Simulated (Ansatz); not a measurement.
# CH3OSi+ (SMILES [OH2+]C#[SiH]): functionals against CCSD(T) at one geometry

A test off equilibrium: a structure displaced at random from a GFN2-xTB minimum is computed at several levels, and each is set against CCSD(T).

The runs use Ansatz 0.2.0, Gaussian basis; single points in def2-TZVPP.

Cores are frozen in the correlated methods.

## Step 1: The starting structure

SMILES `[OH2+]C#[SiH]`, 6 atoms, charge 1, spin multiplicity 1.

Atoms are counted from 1 here; the program's logs count them from 0.

Bond lengths: O1–C2 1.469 Å, O1–H4 1.027 Å, O1–H5 0.932 Å, C2–Si3 1.749 Å, Si3–H6 1.434 Å. Angles: C2–O1–H4 103.5°, C2–O1–H5 107.0°, H4–O1–H5 114.1°, O1–C2–Si3 122.4°, C2–Si3–H6 174.7°.

Geometry (Å):

```xyz
6
CH3OSi
O    -0.5114    0.1281   -1.1075
C     0.0239   -0.6513    0.0171
Si    0.5261    0.0929    1.5179
H     0.2460    0.1009   -1.8013
H    -1.2953   -0.2933   -1.3832
H     0.9987    0.5892    2.7773
```

## Step 2: CCSD(T)/def2-TZVPP

The input, run/in.yaml:

```yaml
crystal:
  periodic: [false, false, false]
  atoms:
    - {symbol: O, position_ang: [-0.511400, 0.128100, -1.107500]}
    - {symbol: C, position_ang: [0.023900, -0.651300, 0.017100]}
    - {symbol: Si, position_ang: [0.526100, 0.092900, 1.517900]}
    - {symbol: H, position_ang: [0.246000, 0.100900, -1.801300]}
    - {symbol: H, position_ang: [-1.295300, -0.293300, -1.383200]}
    - {symbol: H, position_ang: [0.998700, 0.589200, 2.777300]}
basis:
  gaussian: {orbitals: def2-TZVPP}
total_charge: 1
correlation: {method: ccsd_t}
output: {forces: true}
```

On the command line:

```sh
$ ansatz run in.yaml --threads 4 --pin off --events-out ev --progress --plain --max-ram 5222MiB
```

## Step 3: PBE0-D4/def2-TZVPP

run/in.yaml, as its differences from that of step 2:

```diff
@@ -12,3 +12,3 @@
 total_charge: 1
-correlation: {method: ccsd_t}
-output: {forces: true}
+hamiltonian: {xc: pbe0, dispersion: d4}
+output: {forces: true, orbitals: {seedname: orbitals}}
```

## Step 4: wB97M-V/def2-TZVPP

run/in.yaml, as its differences from that of step 3:

```diff
@@ -12,3 +12,3 @@
 total_charge: 1
-hamiltonian: {xc: pbe0, dispersion: d4}
-output: {forces: true, orbitals: {seedname: orbitals}}
+hamiltonian: {xc: {name: wB97M-V}}
+output: {forces: true}
```

## Step 5: r2SCAN-D4/def2-TZVPP

run/in.yaml, as its differences from that of step 4:

```diff
@@ -12,3 +12,3 @@
 total_charge: 1
-hamiltonian: {xc: {name: wB97M-V}}
+hamiltonian: {xc: r2scan, dispersion: d4}
 output: {forces: true}
```

## Step 6: PBE-D4/def2-TZVPP

run/in.yaml, as its differences from that of step 5:

```diff
@@ -12,3 +12,3 @@
 total_charge: 1
-hamiltonian: {xc: r2scan, dispersion: d4}
+hamiltonian: {xc: pbe, dispersion: d4}
 output: {forces: true}
```

## Step 7: B97M-V/def2-TZVPP

run/in.yaml, as its differences from that of step 6:

```diff
@@ -12,3 +12,3 @@
 total_charge: 1
-hamiltonian: {xc: pbe, dispersion: d4}
+hamiltonian: {xc: {name: B97M-V}}
 output: {forces: true}
```

## Step 8: r2SCAN0-D4/def2-TZVPP

run/in.yaml, as its differences from that of step 7:

```diff
@@ -12,3 +12,3 @@
 total_charge: 1
-hamiltonian: {xc: {name: B97M-V}}
+hamiltonian: {xc: {name: r2SCAN0}, dispersion: d4}
 output: {forces: true}
```

(Steps that only read results are left out.)

What does the calculation give? Wanted: energy less free atoms, CCSD(T)/def2-TZVPP; RMS force component; RMS force error; HOMO and LUMO, PBE0-D4; T1 diagnostic.

**Answer**, as computed:

| quantity | value |
| --- | --- |
| energy less free atoms, CCSD(T)/def2-TZVPP | -203.8 kcal/mol |
| RMS force component | 1.641 to 1.820 eV/Å over the methods |
| RMS force error | PBE0-D4 0.232, wB97M-V 0.312, r2SCAN-D4 0.144, PBE-D4 0.225, B97M-V 0.121, r2SCAN0-D4 0.269 eV/Å |
| HOMO and LUMO, PBE0-D4 | -12.04 and -8.23 eV |
| T1 diagnostic | 0.038 |

What this shows: Against CCSD(T) the functionals' energies less atoms differ by -26.6 to +8.1 kcal/mol, PBE-D4 by -26.6 kcal/mol. A larger basis would deepen the CCSD(T) value, while the functionals are nearly converged already, so the order here is not reliable. For forces B97M-V does best and wB97M-V worst. The T1 diagnostic is large here, over the usual mark for main-group molecules (transition-metal compounds often pass it harmlessly), so CCSD(T) itself may be off. The restricted Hartree–Fock reference is unstable towards an unrestricted one at one or more of these structures.
